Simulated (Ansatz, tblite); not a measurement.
# SnCl2: one state, many levels

Aim: run the singlet of SnCl2 at one geometry on many levels, and compare frontier levels, spin and run time.

The runs use Ansatz 0.2.0, Gaussian basis; as each input shows.

The runs, in order: GFN1-xTB, GFN2-xTB, PBE-D4/def2-TZVP, r2SCAN-D4/def2-TZVP, LC-ωPBE/def2-TZVP, HF/def2-TZVP, BHLYP-D4/def2-TZVP, ωB97X-V/def2-TZVP, revPBE-D4/def2-TZVP, BLYP-D4/def2-TZVP, B97M-V/def2-TZVP, PBE-D4/def2-SVP, PBE0-D4/def2-SVP, PBE0-D4/def2-TZVPD, PBE-D4/def2-TZVPD, r2SCAN-D4/def2-TZVPD, CCSD(T)/def2-TZVPP, MP2/def2-TZVP, RPA/def2-TZVP, CCSD(T)/def2-TZVPD.

## (1) The structure

The geometry is that of the singlet, from an earlier relaxation (PBE-D4/def2-TZVP).

3 atoms, charge 0, spin multiplicity 1.

Bond lengths: Sn1–Cl2 2.389 Å, Sn1–Cl3 2.389 Å. Angles: Cl2–Sn1–Cl3 99.1°.

Sn takes a core potential in the def2 sets. No spin-orbit coupling is included.

PBE0-D4/def2-TZVP was run before; its log isn't repeated, and its numbers join the tables.

## (2) GFN1-xTB

Tight binding, by tblite at 300 K electronic temperature and without a spin-polarisation term:

```python
tblite.interface.Calculator('GFN1-xTB', numbers, positions, charge=0, uhf=0).singlepoint()
```

Energy -301.8507 eV, HOMO -12.44 eV, LUMO -8.36 eV; 0.005 s.

## (3) GFN2-xTB

Tight binding, by tblite at 300 K electronic temperature and without a spin-polarisation term:

```python
tblite.interface.Calculator('GFN2-xTB', numbers, positions, charge=0, uhf=0).singlepoint()
```

Energy -308.9684 eV, HOMO -11.36 eV, LUMO -7.29 eV; 0.007 s.

## (4) PBE-D4/def2-TZVP

start.molden holds the orbitals of an earlier run on this state, given as this run's starting guess.

in.yaml reads:

```yaml
crystal:
  periodic: [false, false, false]
  atoms:
    - {symbol: Sn, position_ang: [0.005081, -0.007227, -1.033125]}
    - {symbol: Cl, position_ang: [1.815027, -0.019018, 0.525670]}
    - {symbol: Cl, position_ang: [-1.820108, 0.026245, 0.507455]}
basis:
  gaussian: {orbitals: def2-TZVP, initial_orbitals: start.molden}
hamiltonian: {xc: pbe, dispersion: d4}
scf: {omitted_lower_state_checks: [starts]}
output: {orbitals: {seedname: orbitals}}
```

Run with:

```bash
$ ansatz run in.yaml --threads 4 --pin off --events-out ev --progress --plain --max-ram 3916MiB
```

Further steps of the session: r2SCAN-D4/def2-TZVP; LC-ωPBE/def2-TZVP; HF/def2-TZVP; BHLYP-D4/def2-TZVP; ωB97X-V/def2-TZVP; revPBE-D4/def2-TZVP; BLYP-D4/def2-TZVP; B97M-V/def2-TZVP; PBE-D4/def2-SVP; PBE0-D4/def2-SVP; PBE0-D4/def2-TZVPD; PBE-D4/def2-TZVPD; r2SCAN-D4/def2-TZVPD; CCSD(T)/def2-TZVPP; MP2/def2-TZVP; RPA/def2-TZVP; CCSD(T)/def2-TZVPD.

**Question.** What will the summary of the whole plan be? Wanted: gap in def2-TZVP, named functionals and Hartree-Fock, smallest and largest; correlation energy, CCSD(T)/def2-TZVPP; correlation energy, MP2/def2-TZVP; correlation energy, CCSD(T)/def2-TZVPD; binding an atom, CCSD(T)/def2-TZVPP; PBE0 total energy, smallest basis above largest.

**Answer**, as computed:

| quantity | value |
| --- | --- |
| gap in def2-TZVP, named functionals and Hartree-Fock, smallest and largest | 3.09 eV (BLYP-D4), 9.85 eV (HF) |
| correlation energy, CCSD(T)/def2-TZVPP | -19.69 eV |
| correlation energy, MP2/def2-TZVP | -18.20 eV |
| correlation energy, CCSD(T)/def2-TZVPD | -19.68 eV |
| binding an atom, CCSD(T)/def2-TZVPP | 2.568 eV |
| PBE0 total energy, smallest basis above largest | 8.95 eV (def2-SVP, def2-TZVPD) |

Orbital gaps of the named functionals and Hartree-Fock in def2-TZVP span 3.09 eV (BLYP-D4) to 9.85 eV (HF); exact exchange widens it. The functionals in def2-TZVP miss CCSD(T)/def2-TZVPP by -0.001 (BHLYP-D4) to +0.274 eV (B97M-V) an atom. The reference is CCSD(T) in one finite basis, so it carries an error of its own, often a tenth of an eV or more, and near misses can't be ranked.
